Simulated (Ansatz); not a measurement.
**ClF₃ (singlet): the correlation ladder, cc-pV(T+d)Z**

Aim: climb from Hartree-Fock through coupled cluster for ClF₃ (singlet) at one geometry and basis, and see what each rung misses.

The runs use Ansatz 0.2.0, Gaussian basis; cc-pV(T+d)Z, core rule «outside noble gas», up to 8 orbitals frozen.

To be run: UHF; CCSD(T) on RHF; CCSDT(Q) on RHF.

2 further runs of the same task are left out: 2 set aside as unsound or not needed.

## Step 1: What is computed

The geometry is an MP2(full)/6-31G* stationary point (not a proven minimum).

4 atoms, charge 0, spin multiplicity 1.

Atoms are counted from 1 here; the program's logs count them from 0.

Bond lengths: Cl1–F2 1.635 Å, Cl1–F3 1.718 Å, Cl1–F4 1.718 Å. Angles: F2–Cl1–F3 86.5°, F2–Cl1–F4 86.5°, F3–Cl1–F4 173.1°.

## Step 2: UHF

in.yaml

```yaml
crystal:
  periodic: [false, false, false]
  atoms:
    - {symbol: Cl, position_ang: [0.000000, 0.000000, 0.378560]}
    - {symbol: F, position_ang: [0.000000, 0.000000, -1.256582]}
    - {symbol: F, position_ang: [0.000000, 1.714544, 0.275074]}
    - {symbol: F, position_ang: [0.000000, -1.714544, 0.275074]}
basis:
  gaussian: {orbitals: "cc-pV(T+d)Z.json"}
magnetization: {spin_polarized: true, initial_magnetization: 0}
hamiltonian: {xc: hf}
output: {orbitals: {seedname: orbitals}}
```

The run is started by

```console
$ ansatz run in.yaml --threads 1 --pin off --events-out ev --progress --plain --max-ram 4160MiB --backend cpu
```

After this run come: CCSD(T) on RHF; CCSDT(Q) on RHF.

Q: Predict the results of all the runs planned. Wanted: RCCSDT(Q) below the RHF energy; RMP2 from RCCSDT(Q); RCCSD from RCCSDT(Q); RCCSD(T) from RCCSDT(Q); T1 diagnostic.

**Answer**, as computed:

```
                         quantity          value
   RCCSDT(Q) below the RHF energy    -28.5988 eV
              RMP2 from RCCSDT(Q)  +118.0 kJ/mol
             RCCSD from RCCSDT(Q)  +115.1 kJ/mol
          RCCSD(T) from RCCSDT(Q)    +9.0 kJ/mol
levels within 1 kcal/mol (43 meV)           none
                    T1 diagnostic          0.016
```

RCCSD(T) misses by +9.0 kJ/mol, 0.3 % of the correlation energy. These misses are within one basis, not against nature.
